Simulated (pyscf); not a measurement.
PySCF, gas phase, ωB97X-D3(BJ)/def2-SVP geometries.

Q: PBE/def2-TZVP puts the barrier of `[As]#[As]` + `[H][H]` → `[AsH]=[AsH]` (addition across a multiple bond or ene-type step; singlet surface; H–H broken, As–H, As–H formed) at 199.9 kJ/mol and the reaction energy at -32.6 kJ/mol, from the separated reactants. What do r²SCAN/def2-TZVP, B3LYP-D3(BJ)/def2-TZVP, ωB97M-D3(BJ)/def2-TZVP give on the same structures?

A: r²SCAN: ΔE‡ = 213.7 kJ/mol, ΔE = -34.2 kJ/mol; B3LYP-D3(BJ): ΔE‡ = 223.5 kJ/mol, ΔE = -29.0 kJ/mol; ωB97M-D3(BJ): ΔE‡ = 219.4 kJ/mol, ΔE = -34.2 kJ/mol. PBE's barrier lies under all of them, by 13.8 to 23.6 kJ/mol. Its reaction energy lies among theirs. Low barriers are usual for a GGA, whose delocalisation error favours stretched bonds. On the product side the descent ends in the other cis-trans isomer, a step of its own away from the zero, 11.7 kJ/mol over the lowest minimum found and 251.1 kJ/mol under the saddle at ωB97X-D3(BJ)/def2-TZVP. At the saddle there is also a short As–H contact that neither side keeps. One saddle was located; it need not be the lowest between these sides. Elements up to Kr have no core potential and no relativistic terms here.
